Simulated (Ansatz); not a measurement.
# AlH− (doublet): the correlation ladder at distance Al1–H2 = 1.551 Å, aug-cc-pVDZ

Aim: climb from Hartree-Fock through coupled cluster and multireference methods for AlH− (doublet) at one geometry and basis, and see what each rung misses.

Program: Ansatz 0.2.0, Gaussian basis. Level of theory: aug-cc-pVDZ, core rule «outside noble gas», up to 5 orbitals frozen. These are calculated values, not measurements.

Plan: UHF; CCSD(T) on ROHF; CCSD(T) on UHF; BCCD(T) on ROHF; CISD; CCSDT(Q) on ROHF; CCSDT(Q) on UHF; CASSCF and MRCISD+Q, 3 electrons in 3 orbitals; CASSCF and NEVPT2, 3 electrons in 3 orbitals; CASSCF and MRCISD+Q, 5 electrons in 5 orbitals; CASSCF and NEVPT2, 5 electrons in 5 orbitals; Full CI.

19 further runs of the same task are left out: 11 that didn't finish, 8 set aside as unsound or not needed.

### Step 1. The geometry

The geometry derives from a PBE0/def2-TZVPD stationary point (not a proven minimum). One bond is set to the value named and the two fragments are kept rigid.

2 atoms, charge -1, spin multiplicity 2.

Atoms are counted from 1 here; the program's logs count them from 0.

Bond lengths: Al1–H2 1.551 Å.

### Step 2. UHF

in.yaml reads:

```yaml
crystal:
  periodic: [false, false, false]
  atoms:
    - {symbol: Al, position_ang: [0.000000, 0.000000, 0.000000]}
    - {symbol: H, position_ang: [0.000000, 0.000000, 1.551000]}
basis:
  gaussian: {orbitals: aug-cc-pVDZ}
total_charge: -1
magnetization: {spin_polarized: true, initial_magnetization: 1}
hamiltonian: {xc: hf}
output: {orbitals: {seedname: orbitals}}
```

Run with:

```sh
$ ansatz run in.yaml --threads 1 --pin off --events-out ev --progress --plain --max-ram 2393MiB
```

The runs that follow: CCSD(T) on ROHF; CCSD(T) on UHF; BCCD(T) on ROHF; CISD; CCSDT(Q) on ROHF; CCSDT(Q) on UHF; CASSCF and MRCISD+Q, 3 electrons in 3 orbitals; CASSCF and NEVPT2, 3 electrons in 3 orbitals; CASSCF and MRCISD+Q, 5 electrons in 5 orbitals; CASSCF and NEVPT2, 5 electrons in 5 orbitals; Full CI.

**Question.** What will the summary of the whole plan be? Wanted: FCI below the RHF energy; RMP2 from FCI; UMP2 from FCI; RCCSD from FCI; RCCSD(T) from FCI; UCCSD(T) from FCI; RCCSDT(Q) from FCI; UCCSDT(Q) from FCI; NEVPT2 pair from FCI.

The runs gave:

| quantity | value |
| --- | --- |
| FCI below the RHF energy | -2.4576 eV |
| RMP2 from FCI | +701.1 meV |
| UMP2 from FCI | +710.3 meV |
| RCCSD from FCI | +89.4 meV |
| RCCSD(T) from FCI | +25.1 meV |
| UCCSD(T) from FCI | +24.5 meV |
| RCCSDT(Q) from FCI | +0.6 meV |
| UCCSDT(Q) from FCI | +0.5 meV |
| NEVPT2 pair from FCI | +639.7 meV |
| NEVPT2 valence from FCI | +660.0 meV |
| MRCISD+Q valence from FCI | +1.9 meV |
| levels within 1 kcal/mol (43 meV) | RCCSD(T), UCCSD(T), BCCD(T), RCCSDT, UCCSDT, RCCSDT(Q), UCCSDT(Q), MRCISD+Q valence |
| T1 diagnostic | 0.032 |
| effectively unpaired electrons | 1.10 |

In words: RCCSD(T) misses by +25.1 meV, 1.0 % of the correlation energy. One determinant dominates. Of the multireference levels listed MRCISD+Q valence comes nearest in total energy (+1.9 meV), which doesn't show that its space is the better one. Coupled cluster took another determinant than the lowest Hartree-Fock one. These misses are within one basis, not against nature; the frozen cores of restricted and unrestricted runs differ, which can shift their rows.
